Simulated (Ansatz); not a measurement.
# HO2Si: the cost of one run

Method: def2-TZVPP, core rule «outside noble gas», up to 7 orbitals frozen; program: Ansatz 0.2.0, Gaussian basis.

Plan: UHF; ROHF; CCSD(T) on UHF.

2 further runs of the same task are left out: 2 set aside as unsound or not needed.

## (1) What is computed

The geometry is a PBE0/def2-TZVP stationary point (not a proven minimum) of the parent state, kept for this charge and spin.

4 atoms, charge 0, spin multiplicity 4.

Atoms are counted from 1 here; the program's logs count them from 0.

Bond lengths: O1–Si3 1.627 Å, O1–H4 0.965 Å, O2–Si3 1.525 Å. Angles: Si3–O1–H4 116.9°, O1–Si3–O2 127.5°.

## (2) UHF

Input file in.yaml:

```yaml
crystal:
  periodic: [false, false, false]
  atoms:
    - {symbol: O, position_ang: [0.000000, 0.199858, 1.434628]}
    - {symbol: O, position_ang: [0.000000, 0.406627, -1.385152]}
    - {symbol: Si, position_ang: [0.000000, -0.387106, -0.083158]}
    - {symbol: H, position_ang: [0.000000, 1.159459, 1.531796]}
basis:
  gaussian: {orbitals: def2-TZVPP}
magnetization: {spin_polarized: true, initial_magnetization: 3}
hamiltonian: {xc: hf}
output: {orbitals: {seedname: orbitals}}
```

On the command line:

```sh
$ ansatz run in.yaml --threads 1 --pin off --events-out ev --progress --plain --max-ram 4096MiB --backend cpu
```

Q: Estimate wall time and peak memory on 1 thread of AMD EPYC 7R13, shared host.

About 8 s, with a peak of 0.26 GiB.
